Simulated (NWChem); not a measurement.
Everything below was run with NWChem. System: sulfur dioxide (O2S), charge 0, spin multiplicity 1, at a geometry optimised with PBE0/def2-SVP. Level: CCSD(T)/def2-SVP, 7 core orbitals frozen.

Job file:

```
start mol
memory heap 100 mb stack 700 mb global 1900 mb
geometry units angstroms nocenter noautoz
  O      1.250381     0.000000    -0.371341
  S      0.000000     0.000000     0.371341
  O     -1.250381     0.000000    -0.371341
  symmetry group C2v
end
basis spherical
  * library def2-svp
end
scf
  rhf
  nopen 0
  maxiter 100
  thresh 1e-7
  semidirect memsize 60000000 filesize 0
end
ccsd
  freeze core 7
  maxiter 60
end
task ccsd(t) energy
```

Part of the output:

```
             Northwest Computational Chemistry Package (NWChem) 7.3.0
             --------------------------------------------------------

                                NWChem Input Module
                                -------------------

 Scaling coordinates for geometry "geometry" by  1.889725989
 (inverse scale =  0.529177249)

 Turning off AUTOSYM since
 SYMMETRY directive was detected!

                             Geometry "geometry" -> ""
                             -------------------------

 Output coordinates in angstroms (scale by  1.889725989 to convert to a.u.)

  No.       Tag          Charge          X              Y              Z
 ---- ---------------- ---------- -------------- -------------- --------------
    1 O                    8.0000     1.25038100     0.00000000    -0.37134100
    2 S                   16.0000     0.00000000     0.00000000     0.37134100
    3 O                    8.0000    -1.25038100     0.00000000    -0.37134100

 Effective nuclear repulsion energy (a.u.)     106.6928283177

            Nuclear Dipole moment (a.u.)
            ----------------------------
        X                 Y               Z
 ---------------- ---------------- ----------------
     0.0000000000     0.0000000000     0.0000000000

      Symmetry information
      --------------------

 Group name             C2v
 Group number             16
 Group order               4
 No. of unique centers     2

      Symmetry unique atoms

     1    2


 Summary of "ao basis" -> "" (spherical)
 ------------------------------------------------------------------------------
       Tag                 Description            Shells   Functions and Types
 ---------------- ------------------------------  ------  ---------------------
 *                          def2-svp                  on all atoms

 Summary of "ao basis" -> "ao basis" (spherical)
 ------------------------------------------------------------------------------
       Tag                 Description            Shells   Functions and Types
 ---------------- ------------------------------  ------  ---------------------
 O                          def2-svp                 6       14   3s2p1d
 S                          def2-svp                 8       18   4s3p1d

                                 NWChem SCF Module
                                 -----------------

  ao basis        = "ao basis"
  functions       =    46
  atoms           =     3
  closed shells   =    16
  open shells     =     0
  charge          =   0.00
  wavefunction    = RHF
  use symmetry    = T
  symmetry adapt  = T

 Summary of "ao basis" -> "ao basis" (spherical)
 ------------------------------------------------------------------------------
       Tag                 Description            Shells   Functions and Types
 ---------------- ------------------------------  ------  ---------------------
 O                          def2-svp                 6       14   3s2p1d
 S                          def2-svp                 8       18   4s3p1d

      Symmetry analysis of basis
      --------------------------

        a1         19
        a2          5
        b1         14
        b2          8

 Forming initial guess at       0.0s

      Superposition of Atomic Density Guess
      -------------------------------------

 Sum of atomic energies:        -546.72962619

      Non-variational initial energy
      ------------------------------

 Total energy =    -547.554744
 1-e energy   =    -967.895776
 2-e energy   =     313.648203
 HOMO         =      -0.325713
 LUMO         =      -0.105179

      Symmetry analysis of molecular orbitals - initial
      -------------------------------------------------

  Numbering of irreducible representations:

     1 a1          2 a2          3 b1          4 b2

  Orbital symmetries:

     1 a1          2 b1          3 a1          4 a1          5 b1
     6 a1          7 b2          8 a1          9 b1         10 a1
    11 b1         12 b2         13 a1         14 a2         15 b1
    16 a1         17 b2         18 a1         19 b1         20 a1
    21 a1         22 b2         23 b1         24 a2         25 a1
    26 b2

 Starting SCF solution at       0.1s

 ----------------------------------------------
         Quadratically convergent ROHF

 Convergence threshold     :          1.000E-07
 Maximum no. of iterations :          100
 Final Fock-matrix accuracy:          1.000E-09
 ----------------------------------------------

              iter       energy          gnorm     gmax       time
             ----- ------------------- --------- --------- --------
                 1     -546.8125276245  1.43D+00  4.89D-01      0.1
                 2     -546.9158046040  2.80D-01  8.98D-02      0.1
                 3     -546.9223150498  8.30D-03  2.95D-03      0.1
                 4     -546.9223267205  6.88D-05  2.21D-05      0.1
                 5     -546.9223267210  7.33D-09  3.73D-09      0.1

       Final RHF  results
       ------------------

         Total SCF energy =   -546.922326721035
      One-electron energy =   -966.314539717307
      Two-electron energy =    312.699384678572
 Nuclear repulsion energy =    106.692828317700

        Time for solution =      0.0s

       Symmetry analysis of molecular orbitals - final
       -----------------------------------------------

  Numbering of irreducible representations:

     1 a1          2 a2          3 b1          4 b2

  Orbital symmetries:

     1 a1          2 b1          3 a1          4 a1          5 b1
     6 b2          7 a1          8 a1          9 b1         10 a1
[...]
    3 O    8     8.53   1.99  1.10  0.78  2.76  1.88  0.02

       Multipole analysis of the density wrt the origin
       ------------------------------------------------

     L   x y z        total         open         nuclear
     -   - - -        -----         ----         -------
     0   0 0 0     -0.000000      0.000000     32.000000

     1   1 0 0     -0.000000      0.000000      0.000000
     1   0 1 0      0.000000      0.000000      0.000000
     1   0 0 1      0.945394      0.000000      0.000000

     2   2 0 0    -21.297655      0.000000     89.331039
     2   1 1 0      0.000000      0.000000      0.000000
     2   1 0 1     -0.000000      0.000000      0.000000
     2   0 2 0    -15.214649      0.000000      0.000000
     2   0 1 1     -0.000000      0.000000      0.000000
     2   0 0 2    -16.969298      0.000000     15.757723

                   Four-Index Transformation
                   -------------------------
          Number of basis functions:             46
          Number of shells:                      20
          Number of occupied orbitals:           16
          Number of occ. correlated orbitals:     9
          Block length:                          16
          Superscript MO index range:      8 -   16
          Subscript MO index range:        8 -   46
          MO coefficients read from:  ./mol.movecs
          Number of operator matrices in core:   90
          Half-transformed integrals produced

     Pass:    1     Index range:    8  -   16     Time:      0.20
 ------------------------------------------
 MP2 Energy (coupled cluster initial guess)
 ------------------------------------------
 Reference energy:           -546.922326721034892
 MP2 Corr. energy:             -0.524834707181998
 Total MP2 energy:           -547.447161428216873

 ****************************************************************************
              the segmented parallel ccsd program:    1 nodes
 ****************************************************************************

 level of theory    ccsd(t)
 number of core         7
 number of occupied     9
 number of virtual     30
 number of deleted      0
 total functions       46
 number of shells      20
 basis label          566

   ***** ccsd parameters *****
   iprt   =     0
   convi  =  0.100E-05
   maxit  =    60
   mxvec  =     5
 memory            104852988
  Using  1 OpenMP thread(s) in CCSD
  IO offset    20.000000000000000
  IO error message >End of File
  file_read_ga: failing reading from ./mol.t2
  Failed reading restart vector from ./mol.t2
  Using MP2 initial guess vector

-------------------------------------------------------------------------
 iter     correlation     delta       rms       T2     Non-T2      Main
             energy      energy      error      ampl     ampl      Block
                                                time     time      time
-------------------------------------------------------------------------
   1     -0.4940199660 -4.940D-01  4.601D-02     0.34     0.00     0.32
   2     -0.5223912641 -2.837D-02  1.477D-01     0.34     0.00     0.32
   3     -0.5172910717  5.100D-03  1.505D-02     0.34     0.00     0.32
   4     -0.5199689230 -2.678D-03  1.374D-02     0.34     0.00     0.33
   5     -0.5205035987 -5.347D-04  3.794D-03     0.34     0.00     0.32
   6     -0.5204831945  2.040D-05  3.256D-04     0.34     0.00     0.33
   7     -0.5204768168  6.378D-06  1.322D-04     0.35     0.00     0.33
   8     -0.5204778216 -1.005D-06  1.764D-04     0.34     0.00     0.32
   9     -0.5204744784  3.343D-06  1.401D-05     0.34     0.00     0.33
  10     -0.5204770644 -2.586D-06  2.493D-05     0.34     0.00     0.32
  11     -0.5204765498  5.147D-07  2.574D-06     0.34     0.00     0.32
  12     -0.5204767970 -2.472D-07  2.316D-06     0.34     0.00     0.32
  13     -0.5204768401 -4.316D-08  9.422D-07     0.35     0.00     0.33
                  *************converged*************
-------------------------------------------------------------------------

 -----------
 CCSD Energy
 -----------
 Reference energy:            -546.922326721034892
 CCSD corr. energy:             -0.520476840131676
 Total CCSD energy:           -547.442803561166556

 --------------------------------
 Spin Component Scaled (SCS) CCSD
 --------------------------------
 Same spin contribution:                 -0.122998186292649
 Same spin scaling factor:                1.130000000000000
 Opposite spin contribution:             -0.397478653839028
 Opposite spin scaling fact.:             1.270000000000000
 SCS-CCSD correlation energy:            -0.643785840886258
 Total SCS-CCSD energy:                -547.566112561921159
 memory            104852988

*********triples calculation*********

nkpass=    1; nvpass=    1; memdrv=          54210; memtrn=         696041; memavail=      104852700
 memory available/node                      104852700
 total number of virtual orbitals        30
 number of virtuals per integral pass    30
 number of integral evaluations           1
 number of occupied per triples pass      9
 number of triples passes                 1

 commencing integral evaluation        1 at           4.67
  symmetry use  T
task         2 out of       210 done   0%  at       0.0 secs
task        11 out of       210 done   5%  at       0.0 secs
task        23 out of       210 done  10%  at       0.0 secs
task        32 out of       210 done  15%  at       0.1 secs
task        42 out of       210 done  20%  at       0.1 secs
task        53 out of       210 done  25%  at       0.1 secs
task        63 out of       210 done  30%  at       0.1 secs
task        74 out of       210 done  35%  at       0.1 secs
task        86 out of       210 done  40%  at       0.1 secs
task        95 out of       210 done  45%  at       0.1 secs
task       106 out of       210 done  50%  at       0.1 secs
task       116 out of       210 done  55%  at       0.1 secs
task       126 out of       210 done  60%  at       0.2 secs
task       137 out of       210 done  65%  at       0.2 secs
task       149 out of       210 done  70%  at       0.2 secs
task       161 out of       210 done  76%  at       0.2 secs
task       168 out of       210 done  80%  at       0.2 secs
task       179 out of       210 done  85%  at       0.2 secs
task       189 out of       210 done  90%  at       0.2 secs
task       200 out of       210 done  95%  at       0.2 secs
task       210 out of       210 done 100%  at       0.2 secs
 commencing triples evaluation - blocking       1
 ccsd(t): done        1 out of       30 progress:    3.3%
 ccsd(t): done        2 out of       30 progress:    6.7%
 ccsd(t): done        3 out of       30 progress:   10.0%
 ccsd(t): done        4 out of       30 progress:   13.3%
 ccsd(t): done        5 out of       30 progress:   16.7%
 ccsd(t): done        6 out of       30 progress:   20.0%
 ccsd(t): done        7 out of       30 progress:   23.3%
 ccsd(t): done        8 out of       30 progress:   26.7%
 ccsd(t): done        9 out of       30 progress:   30.0%
 ccsd(t): done       10 out of       30 progress:   33.3%
 ccsd(t): done       11 out of       30 progress:   36.7%
 ccsd(t): done       12 out of       30 progress:   40.0%
 ccsd(t): done       13 out of       30 progress:   43.3%
 ccsd(t): done       14 out of       30 progress:   46.7%
 ccsd(t): done       15 out of       30 progress:   50.0%
 ccsd(t): done       16 out of       30 progress:   53.3%
 ccsd(t): done       17 out of       30 progress:   56.7%
 ccsd(t): done       18 out of       30 progress:   60.0%
 ccsd(t): done       19 out of       30 progress:   63.3%
 ccsd(t): done       20 out of       30 progress:   66.7%
 ccsd(t): done       21 out of       30 progress:   70.0%
 ccsd(t): done       22 out of       30 progress:   73.3%
 ccsd(t): done       23 out of       30 progress:   76.7%
 ccsd(t): done       24 out of       30 progress:   80.0%
 ccsd(t): done       25 out of       30 progress:   83.3%
 ccsd(t): done       26 out of       30 progress:   86.7%
 ccsd(t): done       27 out of       30 progress:   90.0%
 ccsd(t): done       28 out of       30 progress:   93.3%
 ccsd(t): done       29 out of       30 progress:   96.7%
 ccsd(t): done       30 out of       30 progress:  100.0%
 Time for integral evaluation pass     1        0.20
 Time for triples evaluation pass      1        0.26

 pseudo-e(mp4)  -0.24523916566072E-01
 pseudo-e(mp5)   0.29737378056701E-02
        e(t)    -0.21550178760402E-01

 --------------
 CCSD(T) Energy
 --------------
 Reference energy:                    -546.922326721034892

 CCSD corr. energy:                     -0.520476840131676
 T(CCSD) corr. energy:                  -0.024523916566072
 Total CCSD+T(CCSD) energy:           -547.467327477732624

 CCSD corr. energy:                     -0.520476840131676
 (T) corr. energy:                      -0.021550178760402
 Total CCSD(T) energy:                -547.464353739926992

 routine      calls  cpu(0)   cpu-min  cpu-ave  cpu-max   i/o
 aoccsd          1     0.00     0.00     0.00     0.00    0.00
 iterdrv         1     0.01     0.01     0.01     0.01    0.00
 pampt          13     0.02     0.02     0.02     0.02    0.00
 t2pm           13     0.03     0.03     0.03     0.03    0.00
 sxy            13     0.05     0.05     0.05     0.05    0.00
 ints       567658     3.48     3.48     3.48     3.48    0.00
 t2eri        2730     0.50     0.50     0.50     0.50    0.00
 idx2         2730     0.11     0.11     0.11     0.11    0.00
 idx34          13     0.02     0.02     0.02     0.02    0.00
 ht2pm          13     0.04     0.04     0.04     0.04    0.00
 itm            13     0.14     0.14     0.14     0.14    0.00
 pdiis          13     0.01     0.01     0.01     0.01    0.00
 triples         1     0.00     0.00     0.00     0.00    0.00
 rdtrpo          1     0.00     0.00     0.00     0.00    0.00
 trpmos          1     0.20     0.20     0.20     0.20    0.00
 trpdrv          1     0.04     0.04     0.04     0.04    0.00
 dovvv       24300     0.09     0.09     0.09     0.09    0.00
 doooo       24300     0.04     0.04     0.04     0.04    0.00
 tengy       21870     0.08     0.08     0.08     0.08    0.00
 Total                 4.86     4.86     4.86     4.86    0.00

 Task  times  cpu:        5.2s     wall:        5.2s

 Total times  cpu:        5.3s     wall:        5.3s
```
